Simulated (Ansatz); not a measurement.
Cost and result for the atomization energy of C₃H₆N₂O (`CNC1(O)C=N1`) (12 atoms, 12 bonds).

```xyz
12

C     1.199    1.078    0.363
N    -0.188    0.945   -0.049
C    -0.650   -0.379   -0.106
O    -0.778   -0.954    1.159
C    -0.524   -1.185   -1.282
N    -1.691   -0.741   -1.101
H     1.839    0.570   -0.363
H     1.472    2.134    0.360
H     1.411    0.662    1.356
H    -0.795    1.482    0.559
H    -1.284   -1.769    1.080
H    -0.013   -1.843   -1.977
```

The species carries charge 0 and has multiplicity 1. All single points use the PBE0-D4/def2-TZVP geometry. It is one conformer, not always the lowest. Program: Ansatz. All runs use 4 threads of an Arm Neoverse V1 on a shared host. Times are those of one run each, without the atoms' runs, and a repeat can differ threefold. Electronic energies, without spin–orbit coupling; frozen cores. CCSD(T)/CBS adds CCSD(T) − MP2 in def2-TZVPP to the MP2 limit, and its time is that of the two runs behind it. T1 = 0.011. B3LYP takes the VWN-RPA correlation (the form of Gaussian; ORCA's B3LYP/G).

CCSD(T)/CBS is a level of theory with its own doubt, some kJ/mol a heavy atom from the limit and from the frozen cores, so smaller differences don't rank the functionals.

```
                             level  functions  wall time
   PBE-D4/def2-TZVPP (with forces)        270      3.1 s
                PBE0-D4/def2-TZVPP        270      3.3 s
r2SCAN-D4/def2-TZVPP (with forces)        270      5.5 s
 B3LYP-D4/def2-TZVPP (with forces)        270      5.5 s
                 B2PLYP/def2-TZVPP        270        7 s
                ωB97X-V/def2-TZVPP        270      8.5 s
  ωB97M-V/def2-TZVPP (with forces)        270       13 s
                    MP2/def2-QZVPP        522       34 s
                CCSD(T)/def2-TZVPP        270      5 min
                 CCSD(T)/CBS(def2)          –    5.6 min
```

**Question.** What atomization energy does each give, and how far from CCSD(T)/CBS? (Best estimate.)

**Answer.** Ansatz gave: 
| level | atomization (kJ/mol) | difference from CCSD(T)/CBS | per bond |
| --- | --- | --- | --- |
| PBE-D4/def2-TZVPP (with forces) | 4949.1 | 211.5 | 17.6 |
| PBE0-D4/def2-TZVPP | 4794.3 | 56.7 | 4.7 |
| r2SCAN-D4/def2-TZVPP (with forces) | 4746.5 | 8.9 | 0.7 |
| B3LYP-D4/def2-TZVPP (with forces) | 4756.3 | 18.7 | 1.6 |
| B2PLYP/def2-TZVPP | 4699.4 | -38.2 | -3.2 |
| ωB97X-V/def2-TZVPP | 4772.1 | 34.5 | 2.9 |
| ωB97M-V/def2-TZVPP (with forces) | 4774.6 | 37.0 | 3.1 |
| MP2/def2-QZVPP | 4800.2 | 62.6 | 5.2 |
| CCSD(T)/def2-TZVPP | 4587.8 | -149.8 | -12.5 |
| CCSD(T)/CBS(def2) | 4737.6 | 0.0 | 0.0 |

In def2-TZVPP, CCSD(T) changes the Hartree–Fock value by +1463.8 kJ/mol (the triples alone add +100.7 kJ/mol) and MP2 by +1587.4 kJ/mol; breaking electron pairs costs correlation energy, which Hartree–Fock lacks. The D4 term adds +36.2 kJ/mol with B3LYP and +19.0 kJ/mol with PBE0; it sums over pairs of atoms, weighted by their polarisabilities, and B3LYP, whose exchange is more repulsive, gets the larger term. From PBE to PBE0 (25 % exact exchange), in def2-TZVPP and without D4, the atomization energy moves by −151.1 kJ/mol: exact exchange takes away binding that semilocal exchange gives to molecules.
